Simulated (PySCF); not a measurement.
# AlH3F− (SMILES [H][Al-]([H])([H])[F]) at CCSDTQ/STO-6G

Aim: the energy change on altering one bond length of AlH3F− at CCSDTQ/STO-6G, from 2 runs. Input form: a Python script.

The calculation is run with PySCF 2.14.0.

15 further runs of the same task are left out: 3 that didn't finish, 12 set aside as unsound or not needed.

### 1 The structure to begin with

AlH3F− has 5 atoms, charge -1, and is taken as a singlet. As SMILES, `[H][Al-]([H])([H])[F]`. The shape comes from GFN2-xTB, which is rough for such elements, and wasn't checked as a minimum.

Bond lengths: Al1–F2 1.696 Å, Al1–H3 1.614 Å, Al1–H4 1.615 Å, Al1–H5 1.614 Å. Angles: F2–Al1–H3 108.1°, F2–Al1–H4 108.2°, F2–Al1–H5 108.2°, H3–Al1–H4 110.7°, H3–Al1–H5 110.8°, H4–Al1–H5 110.8°.

### 2 The energy at CCSDTQ/STO-6G

job.py

```python
from pyscf import gto, cc

mol = gto.M(
    atom='''
Al    -0.000570     0.000210    -0.037540
F      0.011440    -0.019350     1.657940
H      1.529880     0.011490    -0.550320
H     -0.774560     1.332620    -0.519830
H     -0.766190    -1.324970    -0.550240
''',
    basis='sto-6g',
    max_memory=1860,
    charge=-1,
    verbose=4,
)

mf = mol.RHF()
mf.conv_tol = 1e-10
mf.kernel()
if not mf.converged:
    mf = mf.newton().run(mf.mo_coeff, mf.mo_occ)

mycc = cc.CCSDTQ(mf, frozen=6)
mycc.kernel()
energy = mycc.e_tot
print('E(%s) = %.9f' % ('CCSDTQ', energy))
```

Run with:

```sh
OMP_NUM_THREADS=1 python job.py
```

The program printed:

```text
PySCF version 2.14.0

[INPUT] num. atoms = 5
[INPUT] num. electrons = 26
[INPUT] charge = -1
[INPUT] spin (= nelec alpha-beta = 2S) = 0
[INPUT] symmetry False subgroup None
[INPUT] Mole.unit = angstrom
[INPUT] Symbol           X                Y                Z      unit          X                Y                Z       unit  Magmom
[INPUT]  1 Al    -0.000570000000   0.000210000000  -0.037540000000 AA   -0.001077143891   0.000396842486  -0.070940318716 Bohr   0.0
[INPUT]  2 F      0.011440000000  -0.019350000000   1.657940000000 AA    0.021618466865  -0.036566200510   3.133052530961 Bohr   0.0
[INPUT]  3 H      1.529880000000   0.011490000000  -0.550320000000 AA    2.891054203450   0.021712953171  -1.039954080871 Bohr   0.0
[INPUT]  4 H     -0.774560000000   1.332620000000  -0.519830000000 AA   -1.463706267043   2.518286828118  -0.982336331333 Bohr   0.0
[INPUT]  5 H     -0.766190000000  -1.324970000000  -0.550240000000 AA   -1.447889259381  -2.503830423265  -1.039802902781 Bohr   0.0

nuclear repulsion = 55.2259527091133
number of shells = 11
number of NR pGTOs = 102
number of NR cGTOs = 17
basis = sto-6g
ecp = {}

******** <class 'pyscf.scf.hf.RHF'> ********
method = RHF
initial guess = minao
damping factor = 0
level_shift factor = 0
DIIS = <class 'pyscf.scf.diis.CDIIS'>
diis_start_cycle = 1
diis_space = 8
diis_damp = 0
SCF conv_tol = 1e-10
SCF conv_tol_grad = None
SCF max_cycles = 50
direct_scf = True
direct_scf_tol = 1e-13
Set gradient conv threshold to 1e-05
Initial guess from minao.
init E= -341.044489099498
  HOMO = -0.31488758324268  LUMO = 0.295507473927424  gap/eV = 16.60970
cycle= 1 E= -341.52234823236  delta_E= -0.478  |g|= 0.291  |ddm|= 2.03
  HOMO = 0.0361088549693377  LUMO = 0.785533296312147  gap/eV = 20.39288
cycle= 2 E= -341.569752886674  delta_E= -0.0474  |g|= 0.0488  |ddm|= 0.595
  HOMO = -0.0399844647399903  LUMO = 0.808679574436285  gap/eV = 23.09332
cycle= 3 E= -341.571229302771  delta_E= -0.00148  |g|= 0.0135  |ddm|= 0.0988
  HOMO = -0.041721991801132  LUMO = 0.809344443316423  gap/eV = 23.15870
cycle= 4 E= -341.571360900535  delta_E= -0.000132  |g|= 0.00187  |ddm|= 0.0365
  HOMO = -0.041693001437294  LUMO = 0.809713365393299  gap/eV = 23.16795
cycle= 5 E= -341.571363215513  delta_E= -2.31e-06  |g|= 0.000361  |ddm|= 0.00469
  HOMO = -0.0417615902116607  LUMO = 0.809697411616625  gap/eV = 23.16938
cycle= 6 E= -341.571363305184  delta_E= -8.97e-08  |g|= 1.07e-05  |ddm|= 0.00103
  HOMO = -0.041763996584153  LUMO = 0.809694858881232  gap/eV = 23.16938
cycle= 7 E= -341.571363305232  delta_E= -4.86e-11  |g|= 9.84e-07  |ddm|= 2.06e-05
  HOMO = -0.0417639459728577  LUMO = 0.809694959465916  gap/eV = 23.16938
Extra cycle  E= -341.571363305232  delta_E= -1.71e-13  |g|= 1.97e-07  |ddm|= 1.27e-06
converged SCF energy = -341.571363305232

******** <class 'pyscf.cc.rccsdtq.RCCSDTQ'> ********
RCCSDTQ nocc = 7, nmo = 11
Allocating only the i<=j<=k<=l part of the T4 amplitude in memory
frozen orbitals 6
max_cycle = 50
conv_tol = 1e-07
conv_tol_normt = 1e-06
diis with the T4 amplitude
diis_space = 6
diis_start_cycle = 0
diis_start_energy_diff = 1e+09
einsum_backend: numpy
_make_eris_incore_RCCSDTQ
blksize  4
Approximate memory usage estimate
    T4 memory                 420 KB
    R4 memory                 420 KB
    Symmetrized T4 memory     336 KB
    ERIs memory               114 KB
    T1-ERIs memory            114 KB
    Intermediates memory      196 KB
Init t2, MP2 energy = -341.616218849817  E_corr(MP2) -0.044855544584
Init E_corr(RCCSDTQ) = -0.0448555445841485
cycle =  1  E_corr(RCCSDTQ) = -0.055135905355  dE = -1.028036077102e-02  norm(d tamps) = 4.96639011e-02
cycle =  2  E_corr(RCCSDTQ) = -0.060267685892  dE = -5.131780536855e-03  norm(d tamps) = 1.95636400e-02
cycle =  3  E_corr(RCCSDTQ) = -0.061435117763  dE = -1.167431871381e-03  norm(d tamps) = 9.70332612e-03
cycle =  4  E_corr(RCCSDTQ) = -0.062630487290  dE = -1.195369526178e-03  norm(d tamps) = 5.78604283e-03
cycle =  5  E_corr(RCCSDTQ) = -0.062662031456  dE = -3.154416650337e-05  norm(d tamps) = 1.14265690e-03
cycle =  6  E_corr(RCCSDTQ) = -0.062664754389  dE = -2.722933026653e-06  norm(d tamps) = 3.66496161e-04
cycle =  7  E_corr(RCCSDTQ) = -0.062665467347  dE = -7.129576411191e-07  norm(d tamps) = 1.29222341e-04
cycle =  8  E_corr(RCCSDTQ) = -0.062665874444  dE = -4.070968603609e-07  norm(d tamps) = 3.75110389e-05
cycle =  9  E_corr(RCCSDTQ) = -0.062665408797  dE =  4.656461529140e-07  norm(d tamps) = 2.08100013e-05
cycle = 10  E_corr(RCCSDTQ) = -0.062665629911  dE = -2.211136715669e-07  norm(d tamps) = 9.04589348e-06
cycle = 11  E_corr(RCCSDTQ) = -0.062665727805  dE = -9.789424404438e-08  norm(d tamps) = 2.12155324e-06
cycle = 12  E_corr(RCCSDTQ) = -0.062665709967  dE =  1.783841423186e-08  norm(d tamps) = 1.10438596e-06
cycle = 13  E_corr(RCCSDTQ) = -0.062665724104  dE = -1.413736071265e-08  norm(d tamps) = 6.33824677e-07
RCCSDTQ converged
E(RCCSDTQ) = -341.6340290293367   E_corr = -0.06266572410432435
E_corr(same-spin) = -0.00320796836254654
E_corr(oppo-spin) = -0.0594577557417778
E(CCSDTQ) = -341.634029029
```

Wall time 6.6 s (1 thread of Arm Neoverse V1, shared host); peak memory 0.13 GiB.

### 3 The distorted shape, same level

run.py

```python
from pyscf import gto, cc

molecule = gto.M(
    atom='''
Al      -0.006575       0.009991      -0.885327
F        0.011440      -0.019350       1.657940
H        1.523875       0.021271      -1.398107
H       -0.780565       1.342401      -1.367617
H       -0.772195      -1.315189      -1.398027
''',
    max_memory=1860,
    verbose=3,
    basis='sto-6g',
    spin=0,
    charge=-1,
)

mf = molecule.RHF()
mf.conv_tol = 1e-10
mf.kernel()
if not mf.converged:
    mf = mf.newton().run(mf.mo_coeff, mf.mo_occ)

mycc = cc.CCSDTQ(mf, frozen=6)
mycc.kernel()
energy = mycc.e_tot
print('E(%s) = %.9f' % ('CCSDTQ', energy))
```

Run with:

```sh
OMP_NUM_THREADS=1 python run.py
```

The program printed:

```text
converged SCF energy = -341.388030906141
_make_eris_incore_RCCSDTQ
RCCSDTQ converged
E(RCCSDTQ) = -341.478675443314   E_corr = -0.09064453717330966
E_corr(same-spin) = -0.00120651914065484
E_corr(oppo-spin) = -0.0894380180326548
E(CCSDTQ) = -341.478675443
```

It took 9.3 s on 1 thread of Arm Neoverse V1, shared host; peak memory 0.13 GiB.

### 4 What came out

At CCSDTQ/STO-6G, 6 core orbitals frozen:

| quantity | value |
| --- | --- |
| first shape: total energy | -341.63403 Eh |
| first shape: HOMO energy (Hartree–Fock orbitals) | -1.14 eV |
| first shape: LUMO energy (Hartree–Fock orbitals) | 22.03 eV |
| first shape: HOMO–LUMO gap (to an unbound level, set by the basis) | 23.17 eV |
| first shape: correlation energy (6 core orbitals frozen) | -62.7 mEh |
| first shape: T1 diagnostic | 0.008 |
| distorted shape: total energy | -341.47868 Eh |
| distorted shape: HOMO energy (Hartree–Fock orbitals) | 2.18 eV |
| distorted shape: LUMO energy (Hartree–Fock orbitals) | 14.99 eV |
| distorted shape: HOMO–LUMO gap (to an unbound level, set by the basis) | 12.81 eV |
| distorted shape: correlation energy (6 core orbitals frozen) | -90.6 mEh |
| distorted shape: T1 diagnostic | 0.040 |
| energy change with the Al1–F2 bond stretched from 1.696 to 2.544 Å | 4.227 eV |

What this shows: With the Al1–F2 bond stretched from 1.696 to 2.544 Å the energy rises by 4.23 eV (408 kJ/mol). The first shape isn't relaxed at this level, so the change isn't measured from a minimum. The minimal basis adds a large error of its own. Mulliken charges (distorted shape) of the mean-field density run from -0.60 on F2 to +0.75 on Al1. The HOMO (distorted shape) lies at positive energy, 2.18 eV: the electron is unbound at this level or held by a compact basis; values depend on the basis.
